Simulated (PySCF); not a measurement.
## Neon: a sound run and one with changed settings

Sound run: Ne [Ne], Ne+ [He] 2s2 2p5. Calculation: PySCF 2.14, in aug-cc-pVDZ (4s3p2d, 23 functions); the non-relativistic Hamiltonian (point nucleus). The sound run starts from symmetry-adapted Hartree-Fock orbitals and uses a fine grid where one is needed.

Changed run: radial step 1.2 in ln r (0.13 in the sound run). This setting is unsound on purpose.

| species | method | sound run (hartree) | changed run (hartree) | converged |
| --- | --- | --- | --- | --- |
| Ne | UHF | -128.49635 | -128.49635 | yes |
| Ne | PBE0 | -128.82056 | -129.30715 | yes |
| Ne | MN15 | -128.84281 | -128.95474 | yes |
| Ne+ | UHF | -127.76688 | -127.76688 | yes |
| Ne+ | PBE0 | -128.02789 | -128.56663 | yes |
| Ne+ | MN15 | -128.04349 | -128.20090 | yes |

Ionisation energy of Ne:

```csv
method,sound run (eV),changed run (eV)
UHF,19.850,19.850
PBE0,21.570,20.151
MN15,21.751,20.513
```

A coarse radial grid mis-integrates the density and the exchange-correlation energy, with errors of either sign; Hartree-Fock needs no grid.

For comparison, NIST gives 21.565 eV between the lowest levels.
